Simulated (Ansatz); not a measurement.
**ClFO2S: vertical ionisation energy**

Aim: the vertical ionisation energy of ClFO2S, as cation minus neutral at the neutral's geometry, on several levels, and how well −ε(HOMO) stands in for it.

Computed with Ansatz 0.2.0, Gaussian basis. Level: unrestricted cation, the program's frozen cores in correlated methods.

Levels to be run: UKS PBE-D4/def2-TZVPP; UKS r2SCAN-D4/def2-TZVPP; UKS PBE0-D4/def2-TZVPP; UKS B3LYP-D4/def2-TZVPP; UKS wB97X-V/def2-TZVPP; UKS wB97M-V/def2-TZVPP; UKS B2PLYP/def2-TZVPP; UHF-CCSD(T)/def2-TZVPP; UHF-MP2/def2-QZVPP; extrapolation to the limit; then −ε(HOMO) from the neutral's earlier runs with LDA (SPW92), PBE-D4, revPBE-D4, BLYP-D4, r2SCAN-D4, B97M-V, PBE0-D4, B3LYP-D4, r2SCANh-D4, r2SCAN0-D4, HSE06-D4, BHLYP-D4, CAM-B3LYP-D4, LC-ωPBE, ωB97X-V, ωB97M-V.

## (1) Structure used throughout

All runs share one geometry, relaxed beforehand with PBE0-D4 in a triple-zeta def2 set.

SMILES `O=S(=O)(F)Cl`, 5 atoms, charge 0, spin multiplicity 1.

Atoms are counted from 1 here; the program's logs count them from 0.

Bond lengths: O1–S2 1.410 Å, S2–O3 1.410 Å, S2–F4 1.551 Å, S2–Cl5 1.995 Å. Angles: O1–S2–O3 123.8°, O1–S2–F4 107.1°, O1–S2–Cl5 108.9°, O3–S2–F4 107.1°, O3–S2–Cl5 108.9°, F4–S2–Cl5 97.8°.

As a file:

```xyz
5
ClFO2S
O    -0.1235   -0.1627    1.5030
S     0.1002   -0.1451    0.1112
O     1.1580   -0.8290   -0.5221
F    -1.2147   -0.6087   -0.5684
Cl    0.0799    1.7455   -0.5237
```

## (2) Cation, UKS PBE-D4/def2-TZVPP

Input file in.yaml:

```yaml
crystal:
  periodic: [false, false, false]
  atoms:
    - {symbol: O, position_ang: [-0.123497, -0.162692, 1.503039]}
    - {symbol: S, position_ang: [0.100211, -0.145145, 0.111166]}
    - {symbol: O, position_ang: [1.158043, -0.828959, -0.522123]}
    - {symbol: F, position_ang: [-1.214700, -0.608716, -0.568407]}
    - {symbol: Cl, position_ang: [0.079933, 1.745522, -0.523686]}
basis:
  gaussian: {orbitals: def2-TZVPP}
total_charge: 1
magnetization: {spin_polarized: true, initial_magnetization: 1}
hamiltonian: {xc: pbe, dispersion: d4}
```

Command:

```sh
> ansatz run in.yaml --threads 4 --pin off --events-out ev --progress --plain --max-ram 10444MiB
```

Further steps of the session: Cation, UKS r2SCAN-D4/def2-TZVPP; Cation, UKS PBE0-D4/def2-TZVPP; Cation, UKS B3LYP-D4/def2-TZVPP; Cation, UKS wB97X-V/def2-TZVPP; Cation, UKS wB97M-V/def2-TZVPP; Cation, UKS B2PLYP (frozen core)/def2-TZVPP; Cation, UHF-CCSD(T)/def2-TZVPP; Cation, UHF-MP2/def2-QZVPP.

Q: Predict the results of all the runs planned. Wanted: ionisation energy, CCSD(T)/def2-TZVPP; nearest functional by difference; nearest −ε(HOMO); −ε(HOMO) of PBE; T1 of the cation.

As calculated:

| quantity | value |
| --- | --- |
| ionisation energy, CCSD(T)/def2-TZVPP | 12.67 eV |
| nearest functional by difference | ωB97M-V (+0.02 eV) |
| nearest −ε(HOMO) | LC-ωPBE (+0.19 eV) |
| −ε(HOMO) of PBE | 8.40 eV |
| T1 of the cation | 0.071 |

In words: By cation minus neutral, the functionals miss by 0.75 eV at most. −ε(HOMO) of PBE misses by 4.3 eV, since self-interaction lifts the level. Among orbital estimates LC-ωPBE comes nearest. Hartree-Fock falls 0.56 eV short, as the neutral has more correlation energy than the cation. The cation's T1 (from the report) is 0.071, above the customary mark of 0.045 for open shells, so the coupled-cluster value is less safe.
